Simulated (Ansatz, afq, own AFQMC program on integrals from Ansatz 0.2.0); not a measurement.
**Ge2H3, doublet: AFQMC among the cluster methods**

```csv
atom,x (Å),y (Å),z (Å)
Ge,-0.0020,0.0000,1.2075
Ge,-0.0014,0.0000,-1.2815
H,1.5002,0.0000,1.5882
H,-0.6286,1.2435,1.8741
H,-0.6287,-1.2435,1.8741
```

Connectivity, by distances: GeH3–Ge.

Basis cc-pVDZ. Only valence electrons are correlated. Ansatz 0.2.0 and our own AFQMC program on the same integrals; the CISD trial comes from CCSD amplitudes, and released means the phaseless constraint is let go. Free AFQMC starts from the CCSD state and is never constrained. Its projection time is finite, and what remains of the start isn't in its error. Error bars are statistical, one sigma. No spin–orbit coupling.

Determinant: UHF, the one that the program's search chose, which needn't be the lowest solution. The geometry is a point of a scan.

No full CI on the walks' own integrals is used here. The released AFQMC energy serves as the reference, which it does only where one determinant dominates, the energy is flat over the last release times and near the phaseless one (40 meV or 2 meV an electron, half that with transition metals). On small molecules, where full CI could be run and the noise was under 10 meV, such values lay within 10 meV of it in 19 cases of 20, a flattering rate, since the rule was set on those same cases; what remains of the bias isn't in the error bar.

Cautions: no relativity below Rb; no spin-orbit coupling; inner d shell frozen; the ph-AFQMC/CISD walk drifts between its halves (2.7 errors); the released value is read at 2.40 1/Eh with a noise of 13 meV, more than in the cases checked (meV from the phaseless value at times in 1/Eh: -2 ± 12 at 0.24, -7 ± 10 at 0.51, -12 ± 11 at 0.99, -10 ± 11 at 1.62, -13 ± 13 at 2.40).

- T1 diagnostic: 0.0226
- weight of the determinant in the CISD state: 0.864
- ⟨S²⟩ of the determinant: 0.780
- size of the correlated space: 11 electrons in 41 orbitals

```tsv
level	correlation energy (eV)
MP2	-4.1893
CCSD	-5.3172
CCSD(T)	-5.4506
```

Task: Estimate where free-projection AFQMC lies against CCSD(T) on the same integrals.

Result: 1.18 ± 0.37 mEh below CCSD(T).

Reference: AFQMC with the constraint released, correlation energy -5.487 ± 0.013 eV.

| level | E − E(reference) (mEh) | share of correlation (%) |
| --- | --- | --- |
| CCSD(T) | 1.35 ± 0.48 | 99.33 |
| ph-AFQMC/CISD | 0.48 ± 0.62 | 99.76 |
| free AFQMC | 0.17 ± 0.60 | 99.91 |

Free projections are given only where their last times agree within the noise and don't stop above the reference; a slow remainder of the start can still hide under it. A walk keeps the symmetry of its determinant, which the program's search chose and which needn't be the lowest solution, so a lower state of the same spin and another symmetry isn't excluded. Released energies are given only where the last usable release times agree within the noise; a slower fall can still hide under it.
